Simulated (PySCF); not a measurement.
Two structures of BNH6, closed shell, reached by relaxing down either side of one saddle point (PBE0-D4/def2-TZVP). Energies are electronic, without zero-point energy. Computed with PySCF 2.14 with density fitting (its default auxiliary sets; JK sets also for MP2 and CCSD(T)) (basis: def2-TZVPP and def2-QZVPP); correlated methods freeze the cores. Extrapolation: Hartree–Fock as exp(−7.88 √X), correlation as X^−2.97. First:

| atom | x (Å) | y (Å) | z (Å) |
| --- | --- | --- | --- |
| B1 | -0.3436 | -0.7541 | -0.0905 |
| H2 | 0.5906 | -1.5178 | -0.2092 |
| H3 | -1.0273 | -0.6731 | -1.0886 |
| H4 | -0.9891 | -0.9384 | 0.9185 |
| H5 | 0.8965 | 0.9717 | -0.7134 |
| N6 | 0.3305 | 0.7283 | 0.0929 |
| H7 | -0.3848 | 1.4400 | 0.1996 |
| H8 | 0.9260 | 0.7571 | 0.9141 |

Second:

```
8
angstrom
B -0.7423 -0.3158 0.2897
H 1.8379 -1.3483 -1.5015
H -1.3234 -0.5459 -0.7311
H -0.3349 -1.1901 0.9984
H 2.0051 -0.6389 -1.3416
N -0.5373 1.0023 0.6635
H -0.8521 1.7857 0.1168
H -0.0583 1.2677 1.5070
```

(1) Which bonds change from the first to the second?

(2) Give the saddle point's structure and its height above each. (An estimate is asked for; the value comes from the calculation.)

No T1 diagnostic of these runs exceeds 0.014. The end structure is not quite a true minimum (one mode of 52i cm⁻¹).

## Answers

(1) BH₃ + NH₃ → BNH₄ ([BH2][NH2]) + H₂; bonds formed: H2–H5; dative contacts that become bonds: B1–N6; bonds broken: B1–H2, H5–N6.

(2) Computed: 1.731 eV above the first and 1.719 eV above the second (CCSD(T) at an estimated basis limit (MP2 extrapolated from triple and quadruple zeta, plus CCSD(T) − MP2 in triple zeta)).
B1  (-0.270, -0.609, -0.063)
H2  (0.834, -0.903, -0.798)
H3  (-1.158, -0.751, -0.855)
H4  (-0.178, -1.365, 0.862)
H5  (0.864, 0.037, -0.481)
N6  (0.078, 0.886, 0.272)
H7  (-0.483, 1.600, -0.162)
H8  (0.313, 1.105, 1.225)
(Å)

The step is the kind of exchange with an N–H group that builds nitride films in atomic layer and chemical vapour deposition.

Labels in which every atom is bracketed show which atoms are joined, not bond orders.

For scale, one of the runs: CCSD(T)/def2-TZVPP, 146 basis functions, launched by `OMP_NUM_THREADS=4 python run.py`. Hardware: 4 CPU threads of an Intel Xeon 6975P-C, shared host. Wall time 26 s; peak host memory 0.75 GiB.
